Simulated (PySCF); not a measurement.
Species: carbon suboxide, C₃O₂.
SMILES with atom numbers: `[O:1]=[C:2]=[C:3]=[C:4]=[O:5]`

The same species was optimised twice, with GFN2-xTB and with PBE0-D3(BJ)/def2-SVP (PySCF), and the same property calculations (PySCF, gas phase) were run on both structures.

```csv
coordinate,GFN2-xTB,PBE0-D3(BJ)/def2-SVP,change
C3=C4 (Å),1.269,1.281,+0.012
C2=C3 (Å),1.269,1.281,+0.012
O1=C2 (Å),1.156,1.159,+0.003
C4=O5 (Å),1.156,1.159,+0.003
C2–C3–C4 (°),180.0,180.0,0.0
O1–C2–C3 (°),180.0,180.0,0.0
C3–C4–O5 (°),180.0,180.0,0.0
```

Rotational constants: B = 2229 MHz (linear) (GFN2-xTB) against B = 2198 MHz (linear) (PBE0-D3(BJ)/def2-SVP). Point groups within 0.08 Å: D∞h and D∞h.

On the GFN2-xTB structure: HOMO (eV) -8.48 [PBE0/pcSseg-1]; LUMO (eV) -1.81 [PBE0/pcSseg-1]; GIAO shielding of O1/O5 (mean) (ppm) 128.6 [PBE0/pcSseg-1]; GIAO shielding of C2/C4 (mean) (ppm) 60.3 [PBE0/pcSseg-1]; GIAO shielding of C3 (ppm) 204.1 [PBE0/pcSseg-1].

**Question.** What do these properties become on the PBE0-D3(BJ)/def2-SVP structure?

**Answer.** 
```csv
property,level,on GFN2-xTB,on PBE0-D3(BJ)/def2-SVP,change
HOMO (eV),PBE0/pcSseg-1,-8.48,-8.46,+0.02
LUMO (eV),PBE0/pcSseg-1,-1.81,-1.87,-0.06
"energy, GFN2-xTB geometry as zero (kcal/mol)",PBE0/pcSseg-1,0.0,0.1,+0.1
GIAO shielding of O1/O5 (mean) (ppm),PBE0/pcSseg-1,128.6,125.2,-3.4
GIAO shielding of C2/C4 (mean) (ppm),PBE0/pcSseg-1,60.3,59.5,-0.8
GIAO shielding of C3 (ppm),PBE0/pcSseg-1,204.1,203.0,-1.1
```

The heavy atoms differ by 0.013 Å rms after alignment. Among all bonds C2=C3 and C3=C4 change most and about equally (+0.012 Å). Changes are differences of the printed values. Neither structure is proved a minimum here.
